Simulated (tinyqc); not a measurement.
Worked calculation: geometry optimisation on the RHF/sto-3g surface (energies and gradients from PySCF), for H2O, spin multiplicity 1. One step of it, computed by the program tinyqc.

Question. Step 2: move. Quasi-Newton step p = -H^(-1) g (the inverse Hessian comes from BFGS updates; coordinates in the order x, y, z of each atom); steps longer than 0.3 bohr are cut back.

positions after step 1 (bohr):
```
            x          y         z
1O   0.057302   0.055082  0.066923
2H  -0.024173   1.364457  1.259979
3H  -0.001004  -1.445995  1.292258
```

gradient (hartree/bohr):
```
              x            y            z
1O  -0.00176390   0.08969468   0.01648059
2H   0.00329765  -0.06001264  -0.04721930
3H  -0.00153375  -0.02968204   0.03073872
```

inverse Hessian in use (bohr^2/hartree), lower triangle:
```
           1          2          3          4          5          6          7         8
1   1.666529
2   0.009963   1.167004
3   0.000838  -0.094155   1.666692
4   0.000346  -0.018419  -0.003101   1.665995
5  -0.007925   0.331337   0.084964   0.012683   1.475513
6  -0.004701   0.264332   0.040062   0.009541  -0.187645   1.532178
7  -0.000208   0.008456   0.002263   0.000326  -0.004758  -0.004841   1.666549
8  -0.002038   0.168325   0.009191   0.005736  -0.140184  -0.076687  -0.003698  1.638525
9   0.003863  -0.170177  -0.040087  -0.006440   0.102681   0.094427   0.002577  0.067496

          9
9  1.612326
```

Give: positions after step 2.

Answer.

positions after step 2 (bohr):
```
          x        y       z
1O   0.0585  -0.0054  0.0564
2H  -0.0264   1.4056  1.2915
3H   0.0001  -1.4267  1.2713
```
